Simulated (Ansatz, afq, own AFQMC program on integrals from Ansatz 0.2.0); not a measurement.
Integrals from Ansatz 0.2.0, then the random walk in our own AFQMC program (afq).

```yaml
crystal:
  periodic: [false, false, false]
  atoms:
    - {symbol: B, position_ang: [0.000000, 0.000000, 0.675628]}
    - {symbol: B, position_ang: [0.000000, 0.000000, -0.909454]}
    - {symbol: H, position_ang: [0.000000, 1.047868, 1.253990]}
    - {symbol: H, position_ang: [0.000000, -1.047868, 1.253990]}
basis:
  gaussian: {orbitals: cc-pVTZ}
magnetization: {spin_polarized: true, initial_magnetization: 4}
correlation: {method: ccsd_t, electrons: outside_noble_gas, hamiltonian_folder: ham}
```

```sh
$ ansatz run in.yaml --threads 1 --pin off --events-out ev --progress --plain --max-ram 16896MiB --backend cuda --devices 0, --max-vram 18GiB
```

Options of the walk:

```
--method phaseless --trial cisd --walkers 800 --populations 20 --least-time 60 --time-step 0.005 --steps-per-block 50 --equilibration-blocks 28 --max-blocks 4000 --target-error 0.00017 --factor-cut 1e-05 --start spin_pure --seed 7686 --release-times 0.24,0.51,0.99,1.62,2.4 --release-step 0.03 --release-every 3 --taylor-order 6
```

Times are imaginary, in 1/Eh. The walk had a cap of 228 s. With eight or more populations the least sampling time is a fifth of least-time, and the error comes from their spread.

Log:

```
orbitals 86  electrons 6 2  factors 506 of 506
reference energy -50.25004091 Eh
CCSD correlation -0.14757179 Eh in 12 cycles, weight of the determinant in the CISD state 0.9065
energy of the start -50.397540 Eh
 block  time / (1/Eh)  mean weight  energy / Eh
     1     0.250  0.9995  -50.397171
     2     0.500  1.0000  -50.398169
     3     0.750  0.9999  -50.399284
     4     1.000  1.0001  -50.400361
     5     1.250  0.9994  -50.401238
    10     2.500  1.0009  -50.403304
    15     3.750  0.9999  -50.402766
    20     5.000  1.0001  -50.403461
    25     6.250  1.0001  -50.403501
    30     7.500  1.0000  -50.403422
    33     8.250  0.9995  -50.401589
    35     8.750  0.9995  -50.402263
    40    10.000  0.9996  -50.402676
    45    11.250  1.0008  -50.403953
    50    12.500  1.0000  -50.402740
    55    13.750  1.0005  -50.404404
    59    14.750  0.9999  -50.404987
    60    15.000  1.0003  -50.404473
    65    16.250  0.9994  -50.403167
    70    17.500  1.0004  -50.402554
    75    18.750  0.9993  -50.403256
    78    19.500  0.9989  -50.403757
error from the spread of 20 populations
released: time / (1/Eh)  energy / Eh  error  mean overlap
  0.24  -50.403729  0.000137  0.9922
  0.51  -50.403889  0.000131  0.9833
  0.99  -50.403692  0.000293  0.9767
  1.62  -50.403655  0.000169  0.9860
  2.40  -50.404024  0.000157  0.9885
energy -50.403373 +/- 0.000166 Eh
(rows thinned)
```

The run passed its tests (sampling time, drift between the halves within three errors, error under three times the target), which doesn't prove that it has relaxed.

Against this walk (error 4.5 meV) on the same determinant: CCSD(T) 23.0 meV higher, CCSDT(Q) 14.7 meV lower. The error is statistical and leaves out the bias of the constraint. The released energies move by 1.5 errors or more from one time to the next (meV from the phaseless value at times in 1/Eh: -10 ± 4 at 0.24, -14 ± 4 at 0.51, -9 ± 8 at 0.99, -8 ± 5 at 1.62, -18 ± 4 at 2.40), so they give no level.

Cautions: constraint bias not in the error; another spin lies lower (by 5.04 eV).

The walk took 25 s on 1 × NVIDIA H100 80GB HBM3 with 2 threads of AMD EPYC 7R13 Processor (Zen 3), with other jobs on the host (the card was shared). The log's last line is the phaseless energy.

CCSDT and higher add their correlation energy to the determinant of the CCSD(T) run, since their own runs factorise the integrals more tightly (a shift of under 2 meV). A walk keeps the symmetry of its determinant, which the program's search chose and which needn't be the lowest solution, so a lower state of the same spin and another symmetry isn't excluded.
